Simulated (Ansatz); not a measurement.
`C#CC#CC` + H₂ → `C#CC#C` + CH₄ at 600 K and 1 bar (hydrogenolysis of a C–C bond).

Program: Ansatz. Geometries: PBE0-D4/def2-TZVP. ΔE: electronic, gas phase. CCSD(T)/CBS adds triple-zeta CCSD(T) − MP2 to the extrapolated MP2 energy (def2 sets, frozen cores). This one scheme is used for every species.

| species | CCSD(T)/CBS energy (Eh) | H − E (kJ/mol) | S (J/(mol·K)) |
| --- | --- | --- | --- |
| `C#CC#CC` | -192.54249 | 224.1 | 368.7 |
| H₂ | -1.17544 | 43.9 | 150.8 |
| `C#CC#C` | -153.27209 | 138.5 | 304.9 |
| CH₄ | -40.46206 | 140.4 | 215.7 |

H − E and S are ideal-gas, rigid-rotor, harmonic terms from PBE0-D4/def2-TZVP. For small species the MP2-based limit differs from directly extrapolated CCSD(T) by up to some mEh (0.8 for H₂); such offsets cancel only in part. 1 Eh = 2625.50 kJ/mol, R = 8.31446 J/(mol·K).

Question: By hand: ΔE, ΔH, ΔS and ΔG.

Answer: ΔE = (-153.27209) + (-40.46206) − (-192.54249) − (-1.17544) = -0.01622 Eh = -42.6 kJ/mol. Δ(H − E) = 138.5 + 140.4 − 224.1 − 43.9 = 10.9, so ΔH = -31.7 kJ/mol. ΔS = 304.9 + 215.7 − 368.7 − 150.8 = 1.1 J/(mol·K). ΔG = -31.7 − 600 × (1.1)/1000 = -32.4 kJ/mol.

Question: By hand: the equilibrium constant, and the temperature at which ΔG would vanish if ΔH and ΔS stayed fixed.

Answer: log₁₀ K = −ΔG/(RT ln 10) = 2.8. ΔH and −TΔS have one sign here, so there is no such temperature.

The number of gas molecules stays the same, so ΔS is small and ΔH decides. A doubt of 5 kJ/mol in ΔE shifts log₁₀ K by 0.4 here. These are equilibria of isolated gas molecules and say nothing of rates. Largest T1 diagnostic: 0.014 (customary marks: 0.02 for closed shells, 0.045 for open ones).

ΔS is within the doubt of such terms, so its sign, and with it that verdict, could turn.
